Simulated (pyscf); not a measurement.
This saddle point was located with ωB97X-D3(BJ)/def2-SVP in PySCF.

```
B
F 1 1.3425
O 1 1.3621 2 122.63
H 3 0.9636 1 112.46 2 16.91
F 1 1.6355 2 107.52 3 132.18
H 5 1.1602 1 60.89 2 112.43
H 6 1.0466 5 138.16 1 -1.32
```
Charge 0, spin multiplicity 1.

Surface: singlet, charge 0. Lowest wavenumbers (cm⁻¹): 1229i, 270, 342, 414, 524.

Task: What reaction is this the transition state of?

Result: HO–B(F)–F + hydrogen (H₂) <-> HO–BH–F + hydrogen fluoride (HF), a four-centre exchange read from left to right: B–F, H–H broken and B–H, F–H formed. At ωB97M-D3(BJ)/def2-TZVP it lies +222.7 kJ/mol from the left side and +100.9 kJ/mol from the right (each side as separated species at their lowest minima found). On the product side the descent ends in a complex, 18.0 kJ/mol under the separated species and 121.7 kJ/mol under the saddle at ωB97X-D3(BJ)/def2-TZVP. The same reactants have a lower exit, to F–BH–F + H₂O (barrier +195.6 kJ/mol at ωB97M-D3(BJ)/def2-TZVP, against +222.7 kJ/mol here). This is the saddle that the search found; another between the same sides may lie lower.
